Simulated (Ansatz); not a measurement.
Cost and result for the atomization energy of CF, SMILES `[C]F` radical (2 atoms, 1 bond).

Charge 0, multiplicity 2. Geometry: relaxed with PBE0-D4/def2-TZVP. Program: Ansatz. All runs use 2 threads of an AMD EPYC 7R13 on a shared host. Times are those of one run each, without the atoms' runs, and a repeat can differ threefold. Electronic energies, without spin–orbit coupling; frozen cores. CCSD(T)/CBS extrapolates def2-TZVPP and def2-QZVPP, and its time is that of the two runs behind it. T1 = 0.020; ⟨S²⟩ of the reference is 0.76. HSE06 is the plane-wave form, built on full-range PBE exchange.

CCSD(T)/CBS is a level of theory with its own doubt, some kJ/mol a heavy atom from the limit and from the frozen cores, so smaller differences don't rank the functionals.

```tsv
level	functions	wall time	atomization (kcal/mol)	difference from CCSD(T)/CBS	per bond
BHLYP-D4/def2-TZVPP	62	0.4 s	121.8	-10.2	-10.2
PBE0-D4/def2-TZVPP	62	0.41 s	134.8	2.8	2.8
BLYP-D4/def2-TZVPP	62	0.46 s	139.6	7.6	7.6
HSE06-D4/def2-TZVPP	62	0.5 s	135.1	3.1	3.1
CAM-B3LYP-D4/def2-TZVPP	62	0.5 s	135.5	3.5	3.5
CCSD(T)/def2-SVP	28	0.66 s	124.0	-8.0	-7.9
RPA@PBE/def2-TZVPP	62	0.75 s	116.8	-15.2	-15.2
r2SCANh-D4/def2-TZVPP	62	0.86 s	131.4	-0.6	-0.6
r2SCAN-D4/def2-TZVPP (with forces)	62	1.1 s	134.6	2.6	2.6
ωB97M-V/def2-TZVPP (with forces)	62	1.2 s	134.8	2.8	2.8
CCSD(T)/def2-TZVPP	62	1.6 s	127.6	-4.4	-4.4
CCSD(T)/def2-QZVPP	114	6 s	130.2	-1.8	-1.7
CCSD(T)/CBS(def2)	–	7.7 s	132.0	0.0	0.0
```

From r2SCAN to r2SCAN0 (25 % exact exchange), in def2-TZVPP and without D4, the atomization energy moves by −7.8 kcal/mol: exact exchange takes away binding that semilocal exchange gives to molecules. At CCSD(T), def2-SVP lies −7.9 kcal/mol from the extrapolated value and def2-TZVPP −4.4 kcal/mol: correlation converges slowly with the basis, and small sets miss more of it in the bonded molecule than in its fragments. In def2-TZVPP, CCSD(T) changes the Hartree–Fock value by +47.2 kcal/mol (the triples alone add +4.5 kcal/mol) and MP2 by +53.5 kcal/mol; breaking electron pairs costs correlation energy, which Hartree–Fock lacks.
